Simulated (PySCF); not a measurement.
## Molecular orbitals of SiN

BP86 at R = 1.576 Å; basis Si def2-SVP, N def2-SVP; no relativity; PySCF 2.14. State: ²Σ⁺ (doublet), unpaired electrons σ ↑. Only the outer orbitals are listed, counted within each symmetry.

```csv
spin,orbital,occ.,ε (eV),on Si (%),main shells (%)
α,5σ,1,-19.41,27,"70 N s, 16 Si s, 8 Si p"
α,6σ,1,-10.58,57,"53 Si s, 28 N p, 15 N s"
α,7σ,1,-7.65,54,"43 N p, 30 Si p, 23 Si s"
α,2π,1,-7.14,32,"68 N p, 30 Si p"
α,2π,1,-7.14,32,"68 N p, 30 Si p"
α,3π,0,-2.48,75,"71 Si p, 25 N p"
α,3π,0,-2.48,75,"71 Si p, 25 N p"
β,5σ,1,-18.50,28,"68 N s, 18 Si s, 8 Si p"
β,6σ,1,-9.61,73,"66 Si s, 15 N s, 12 N p"
β,2π,1,-6.79,37,"63 N p, 35 Si p"
β,2π,1,-6.79,37,"63 N p, 35 Si p"
β,7σ,0,-5.98,38,"54 N p, 26 Si p, 12 Si s"
β,3π,0,-2.18,70,"66 Si p, 30 N p"
β,3π,0,-2.18,70,"66 Si p, 30 N p"
```

Which are the highest filled and the lowest empty level, where do they sit, and how wide is the gap?

Highest filled β 2π at -6.79 eV (in %: 63 N p, 35 Si p); lowest empty β 7σ at -5.98 eV (in %: 54 N p, 26 Si p, 12 Si s); the gap at BP86 is 0.81 eV.

| Item | Value |
| --- | --- |
| bond order (Mayer) | 2.75 |
| ⟨S²⟩ | 0.760 |
| charge on Si (Mulliken, basis-dependent) | 0.23 |
| charge on Si (Löwdin, basis-dependent) | 0.22 |
| dipole moment (positive dipole means Si(−)N(+)) | -2.32 D |

The state was picked by a PBE0 search and need not be the measured ground state.
